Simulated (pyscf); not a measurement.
Thermochemistry of product channels of `[SiH2]=[AsH]` + `[OH2]` on the singlet surface, in kcal/mol, from ωB97M-D3(BJ)/def2-TZVP energies (ideal gas, 1 atm, RRHO with modes under 100 cm⁻¹ raised to 100, one conformer, R ln 2 for chiral ones without a mode under 150 cm⁻¹). PySCF, gas phase, ωB97X-D3(BJ)/def2-SVP geometries.

| products | ΔE | ΔH(298 K) | ΔG(600 K) | ΔG(900 K) |
|---|---|---|---|---|
| `[OH][AsH][SiH3]` | -21.8 | -21.7 | -1.9 | +7.5 |
| `[OH][SiH2][AsH2]` | -51.5 | -51.3 | -31.7 | -22.3 |
| `[OH][SiH]=[AsH]` + `[H][H]` | -18.3 | -21.0 | -17.3 | -16.2 |

The channel to HO–AsH–SiH₃ turns unfavourable between 298 and 1200 K (ΔG from -11.8 kcal/mol to +16.5 kcal/mol).

These are energies of the channels, which say nothing of barriers. Elements up to Kr have no core potential and no relativistic terms here.
